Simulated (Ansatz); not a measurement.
in.yaml

```yaml
crystal:
  periodic: [false, false, false]
  atoms:
    - {symbol: Al, position_ang: [0.000000, -0.020198, 0.555897]}
    - {symbol: C, position_ang: [0.000000, -0.020198, -1.289150]}
    - {symbol: H, position_ang: [0.000000, 2.254219, 1.624635]}
    - {symbol: H, position_ang: [0.000000, -1.452674, 1.229011]}
    - {symbol: H, position_ang: [0.000000, -0.020198, -2.372839]}
basis:
  gaussian: {orbitals: cc-pVDZ}
correlation: {active_space: {ras: {orbitals: [5, 0, 36], electrons: 10, max_holes: 2, max_particles: 2}, fixed_orbitals: true}}
```

```sh
$ ansatz run in.yaml --threads 1 --pin off --events-out ev --progress --plain --max-ram 2393MiB
```

The program prints:

```
443 factors; integrals over basis functions are off by at most 9.0e-4 eV
mean field evaluation 1: about -7652.3731 eV, gradient 1.7e1 eV
mean field evaluation 2: about -7652.3743 eV, gradient 1.7e1 eV
mean field evaluation 4: about -7654.1540 eV, gradient 2.4e0 eV
mean field evaluation 8: about -7654.2229 eV, gradient 4.2e-4 eV
mean field evaluation 16: about -7653.2586 eV, gradient 6.8e-4 eV
mean field evaluation 32: about -7654.2210 eV, gradient 2.9e-1 eV
mean field -7654.22291856 eV, -281.2875040386 hartree, gradient 1.3e-6 eV, S^2 0.000000; 6 other end points of the search recorded, 0 dependent functions left out
reference -7654.22291856 eV, -281.2875040386 hartree; 11, 11 occupied and 36, 36 virtual orbitals, 443 factors
state -7659.66492392 eV, -281.4874940466 hartree
Total energy: -7659.66492392 eV, -281.4874940466 hartree
```

Ran on 1 thread of Arm Neoverse V1, shared host: 1 s wall, 0.2 GiB peak host memory.
